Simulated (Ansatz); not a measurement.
# C2H3N: the cost of one run

Computed with Ansatz 0.2.0 (the levels named in each step, unless a step's input says otherwise).

## (1) The starting structure

Bond lengths: C1–C2 1.437 Å, C2–N3 1.143 Å, C1–H4 1.089 Å, C1–H5 1.089 Å, C1–H6 1.089 Å. Angles: C1–C2–N3 180.0°, C2–C1–H4 109.5°, C2–C1–H5 109.5°, C2–C1–H6 109.5°, H4–C1–H5 109.4°, H4–C1–H6 109.4°, H5–C1–H6 109.4°.

Coordinates:

```xyz
6

C    -1.2732    0.0127   -0.0235
C     0.1631   -0.0019    0.0031
N     1.3054   -0.0127    0.0241
H    -1.6320   -0.7519   -0.7115
H    -1.6576   -0.1897    0.9754
H    -1.6214    0.9902   -0.3546
```

## (2) A rough first relaxation, PBE-D4/def2-SVP

This run stands in another session on the same molecule. It ended at:

```xyz
6

C    -1.2729    0.0126   -0.0235
C     0.1845   -0.0020    0.0035
N     1.3551   -0.0132    0.0250
H    -1.6559   -0.7602   -0.7195
H    -1.6817   -0.1917    0.9861
H    -1.6449    1.0012   -0.3586
```

## (3) Relaxation, PBE0-D4/def2-TZVPP

This run stands in another session on the same molecule. It ended at:

```xyz
6

C    -1.2729    0.0126   -0.0235
C     0.1760   -0.0018    0.0033
N     1.3247   -0.0130    0.0244
H    -1.6429   -0.7496   -0.7097
H    -1.6684   -0.1890    0.9723
H    -1.6322    0.9875   -0.3539
```

## (4) Frequencies, PBE0-D4/def2-TZVPP

The input, input.yaml:

```yaml
crystal:
  periodic: [false, false, false]
  atoms:
    - { symbol: C, position_ang: [-1.27292418, 0.01257717, -0.0234999] }
    - { symbol: C, position_ang: [0.17595036, -0.00182125, 0.0032749] }
    - { symbol: "N", position_ang: [1.32469781, -0.01300887, 0.02443853] }
    - { symbol: H, position_ang: [-1.64292133, -0.74958566, -0.70974043] }
    - { symbol: H, position_ang: [-1.66843262, -0.18898691, 0.97232214] }
    - { symbol: H, position_ang: [-1.63218006, 0.98751551, -0.35387523] }
basis:
  gaussian: { orbitals: def2-TZVPP }
hamiltonian:
  xc: pbe0
  dispersion: d4
phonons: {}
```

Run with:

```console
$ ansatz run input.yaml --threads 4 --pin off --max-ram 10240MiB --backend cpu --events-out ev --progress --plain --runs-dir out
```

**Question.** How long does this run take on 4 threads of Intel Xeon at 2.50GHz (Skylake/Cascade Lake), shared host, and how much memory does it need?

About 2.4 min, with a peak of 0.21 GiB.
